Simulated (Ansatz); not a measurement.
A made-up structure of CH2FSi (charge -1), singlet:

```xyz
5
angstrom
C -0.3765 0.5044 -0.3154
Si 0.4672 -0.2467 1.2826
F 1.2666 -1.8521 0.6962
H -0.9783 1.5654 -0.2202
H -0.3790 0.0290 -1.4431
```

It is relaxed with PBE-D4/def2-SVPD and then PBE0-D4/def2-TZVPD (Ansatz 0.2.0). Atoms count as bonded within 1.22 times the sum of their covalent radii (H–H: 0.88 Å). The end point is not checked to be a true minimum.

Does its bonding change? (A judgement: the text doesn't fix the answer.)

By the calculation: No: no bond forms or breaks.

Where it ends: The first stage lowers the energy by 0.79 eV in 5 steps. It ends as CH₂FSi ([CH2][Si][F]), total charge -1:
```csv
atom,x (Å),y (Å),z (Å)
C1,-0.3361,0.4505,-0.2813
Si2,0.4171,-0.2207,1.1452
F3,1.1309,-1.6538,0.6207
H4,-0.8735,1.3978,-0.1963
H5,-0.3385,0.0262,-1.2884
```

Labels in which every atom is bracketed show which atoms are joined, not bond orders.

For scale, one of the runs: PBE0-D4/def2-TZVPD relaxation, 138 basis functions, launched by `ansatz run in.yaml --threads 2 --pin off --events-out ev --progress --plain --max-ram 4352MiB`. Hardware: 2 CPU threads of an Arm Neoverse V2, shared host. Wall time about 13 s.
